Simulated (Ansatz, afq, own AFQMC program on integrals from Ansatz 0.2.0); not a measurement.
**Where AFQMC and coupled cluster stand for InH3⁺, doublet**

```xyz
4

In    0.0000   -0.0369    0.0011
H     0.0000    4.5844   -0.1345
H     0.0000   -0.2835   -3.2682
H     0.0000   -0.0950    3.2789
```

Basis def2-SVP with its core potentials. Noble-gas cores (and the filled d shells of Ga–Kr and In–Xe) are frozen. Ansatz 0.2.0 and our own AFQMC program on the same integrals; the CISD trial comes from CCSD amplitudes, and released means the phaseless constraint is let go. Uncertainties: one standard error, sampling alone. No spin–orbit coupling.

Determinant: UHF, the one that the program's search chose, which needn't be the lowest solution. The geometry is a point of a scan.

Full CI on the same integrals is exact in this basis and with this determinant's frozen core.

Cautions: no spin-orbit coupling; inner d shell frozen; unrestricted determinant spin contaminated (⟨S²⟩ 1.75 against 0.75); the next higher spin lies close (full CI puts it 7 meV above).

```
T1 diagnostic                               : 0.0061
weight of the determinant in the CISD state : 0.948
⟨S²⟩ of the determinant                     : 1.753
size of the correlated space                : 5 electrons in 32 orbitals
```

Reference: full CI, correlation energy -0.871 eV. The released energy is read at 2.40 1/Eh (meV from the phaseless value at times in 1/Eh: -0.2 ± 0.5 at 0.24, -0.5 ± 0.4 at 0.51, -0.6 ± 0.3 at 0.99, -0.9 ± 0.3 at 1.62, -1.0 ± 0.3 at 2.40). The cautions show a poor starting determinant, so the rows tell how each method copes with it here, and full CI is the sure value.

| level | E − E(reference) (kJ/mol) | share of correlation (%) |
| --- | --- | --- |
| HF | 84.0 | 0.00 |
| MP2 | 28.4 | 66.24 |
| CCSD | 0.5 | 99.39 |
| CCSD(T) | 0.4 | 99.52 |
| CCSDT | 0.1 | 99.90 |
| CCSDT(Q) | 0.0 | 99.97 |
| CCSDTQ | 0.0 | 100.00 |
| ph-AFQMC/HF | -0.4 ± 1.0 | 100.51 |
| ph-AFQMC/CISD | 0.0 ± 0.04 | 99.95 |
| released AFQMC | -0.1 ± 0.02 | 100.07 |

CCSDT and higher add their correlation energy to the determinant of the CCSD(T) run, since their own runs factorise the integrals more tightly (a shift of under 2 meV). A walk keeps the symmetry of its determinant, which the program's search chose and which needn't be the lowest solution, so a lower state of the same spin and another symmetry isn't excluded. Released energies are given only where the last usable release times agree within the noise; a slower fall can still hide under it.
